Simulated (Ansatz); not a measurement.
in.yaml

```yaml
crystal:
  periodic: [false, false, false]
  atoms:
    - {symbol: P, position_ang: [-0.004332, -0.000092, -0.034158]}
    - {symbol: H, position_ang: [1.498422, 0.016058, 0.380512]}
    - {symbol: H, position_ang: [-0.694820, 1.166738, 0.332961]}
    - {symbol: H, position_ang: [-0.670496, -1.179964, 0.336206]}
basis:
  gaussian: {orbitals: 6-31G}
total_charge: 1
magnetization: {spin_polarized: false, initial_magnetization: 1}
correlation: {method: fic_mrcisd_q, electrons: outside_noble_gas, active_space: {window: {electrons: 3, orbitals: 3}}}
```

```sh
$ ansatz run in.yaml --threads 1 --pin off --events-out ev --progress --plain --max-ram 2393MiB
```

Log:

```
236 factors; integrals over basis functions are off by at most 2.7e-4 eV
mean field evaluation 1: about -9307.9360 eV, gradient 7.6e0 eV
mean field evaluation 2: about -9307.9368 eV, gradient 7.6e0 eV
mean field evaluation 4: about -9308.2292 eV, gradient 2.9e-1 eV
mean field evaluation 8: about -9308.2298 eV, gradient 6.8e-7 eV
mean field -9308.22979647 eV, -342.0711356756 hartree, gradient 2.5e-6 eV, S^2 0.750000; 0 other end points of the search recorded, 0 dependent functions left out
reference -9308.22979647 eV, -342.0711356756 hartree; 9, 8 occupied and 10, 11 virtual orbitals, 236 factors
state -9308.78401867 eV, -342.0915029655 hartree
contracted CI cycle   1: correlation 0.00000000 eV, 0.0000000000 hartree, residual 8.29e0 eV
contracted CI cycle   2: correlation -1.43841354 eV, -0.0528607227 hartree, residual 1.58e0 eV
contracted CI cycle   3: correlation -1.49984722 eV, -0.0551183688 hartree, residual 3.98e-1 eV
contracted CI cycle   4: correlation -1.50335565 eV, -0.0552473011 hartree, residual 1.01e-1 eV
contracted CI cycle   5: correlation -1.50356969 eV, -0.0552551671 hartree, residual 3.42e-2 eV
contracted CI cycle   6: correlation -1.50359348 eV, -0.0552560412 hartree, residual 1.09e-2 eV
contracted CI cycle   7: correlation -1.50359583 eV, -0.0552561276 hartree, residual 3.04e-3 eV
contracted CI cycle   8: correlation -1.50359604 eV, -0.0552561352 hartree, residual 9.23e-4 eV
state -9308.78401867 eV, -342.0915029655 hartree; corrected -9310.34610497 eV, -342.1489085785 hartree
Total energy: -9310.34610497 eV, -342.1489085785 hartree
```

Natural occupations: 1.9626 1.0000 0.0373.

For the same geometry and basis full CI lies 9.8 meV higher.

Ran on 1 thread of Arm Neoverse V1, shared host: 0.33 s wall, 0.07 GiB peak host memory.
